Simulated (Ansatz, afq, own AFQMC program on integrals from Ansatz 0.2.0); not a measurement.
# BNH4, singlet in 6-31G, levels against CCSDT(Q)

| atom | x (Å) | y (Å) | z (Å) |
| --- | --- | --- | --- |
| B | 0.0000 | 0.0000 | 0.8488 |
| N | 0.0000 | 0.0000 | -0.6832 |
| H | 0.0000 | 1.0469 | 1.4292 |
| H | 0.0000 | -1.0469 | 1.4292 |
| H | 0.0000 | 0.8414 | -1.2344 |
| H | 0.0000 | -0.8414 | -1.2344 |

Connectivity, by distances: BH2–NH2.

Basis 6-31G. Only valence electrons are correlated. Integrals, coupled cluster, full CI and functionals: Ansatz 0.2.0; the random walks run on the same integrals in our own AFQMC program. ph-AFQMC/CISD is guided by a CISD state made of CCSD amplitudes; releasing the constraint for a short imaginary time cuts its bias at the price of noise, slowly where states lie close. ± is one standard error of the sampling.

Determinant: RHF, the one that the program's search chose, which needn't be the lowest solution. The geometry is a point of a scan.

No full CI on the walks' own integrals is used here; CCSDT(Q) serves as the reference and is uncertain by about the last step of the cluster series.

Cautions: higher spins were not checked; raised T1 diagnostic (T1 0.021, weight of the determinant 0.91, largest double 0.07).

The T1 diagnostic is 0.0211 and the weight of the determinant in the CISD state is 0.909. The size of the correlated space is 12 electrons in 24 orbitals.

Reference: CCSDT(Q), correlation energy -5.340 eV. The released energy is read at 2.40 1/Eh (meV from the phaseless value at times in 1/Eh: 2 ± 9 at 0.24, 3 ± 6 at 0.51, -19 ± 10 at 0.99, -2 ± 9 at 1.62, 0 ± 10 at 2.40).

```csv
level,E − E(reference) (mEh),share of correlation (%)
HF,196.24,0.00
MP2,27.67,85.90
CCSD,5.19,97.35
CCSD(T),0.93,99.52
CCSDT,0.40,99.80
ph-AFQMC/CISD,0.41 ± 0.41,99.79
released AFQMC,0.42 ± 0.35,99.79
```

A walk keeps the symmetry of its determinant, which the program's search chose and which needn't be the lowest solution, so a lower state of the same spin and another symmetry isn't excluded. Released energies are given only where the last usable release times agree within the noise; a slower fall can still hide under it.
